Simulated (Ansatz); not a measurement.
## AsH3⁺, doublet: the ladder up to UCCSDT(Q)

Geometry: a PBE0/def2-TZVP stationary point for this spin, not checked as a minimum.

```yaml
atoms:
  - { symbol: As, position_ang: [0.0001, 0.0000, -0.0162] }
  - { symbol: H, position_ang: [1.4362, 0.0138, 0.4059] }
  - { symbol: H, position_ang: [-0.7317, 1.2385, 0.3977] }
  - { symbol: H, position_ang: [-0.7085, -1.2513, 0.3998] }
```

Basis cc-pVTZ; Ansatz 0.2.0. Correlated methods freeze the noble-gas cores and the filled d shells of p-block atoms, which leaves 7 electrons in 71 orbitals. Prefix R: restricted or restricted open-shell reference; prefix U: unrestricted. Active spaces: valence = (7e, 7o) chosen from the atoms' valence shells. No spin–orbit coupling is included, and no scalar relativity.

Full CI isn't at hand for all of this; UCCSDT(Q) serves as the reference, and is uncertain by the last step of the cluster series or more. The frozen core follows each run's orbitals, which can shift R against U totals by a few meV for light atoms and by up to 0.1 eV past Ca.

```
UHF ⟨S²⟩                          : 0.756
T1 diagnostic (RCCSD)             : 0.0167
largest doubles amplitude (RCCSD) : 0.037
T1 diagnostic (UCCSD)             : 0.0112
```

Problem. From what is known of these methods and the diagnostics, rank them by the size of their error in total energy against UCCSDT(Q) in cc-pVTZ, smallest first (an estimate: the text doesn't fix the numbers).
A. UCCSD
B. UCCSDT
C. UCCSD(T)
D. UMP2
E. UHF

Solution. B (0.2 kJ/mol), C (2.1 kJ/mol), A (11.9 kJ/mol), D (77.9 kJ/mol), E (395.6 kJ/mol).

All errors are against UCCSDT(Q) in cc-pVTZ. Within each family the higher level lies nearer, as is usual though not guaranteed.

Natural occupations of CASSCF (valence space) about the gap: 1.985 1.969 1.969 1.001 0.033 0.022 0.022; effectively unpaired electrons, Σ n²(2−n)², 1.02.
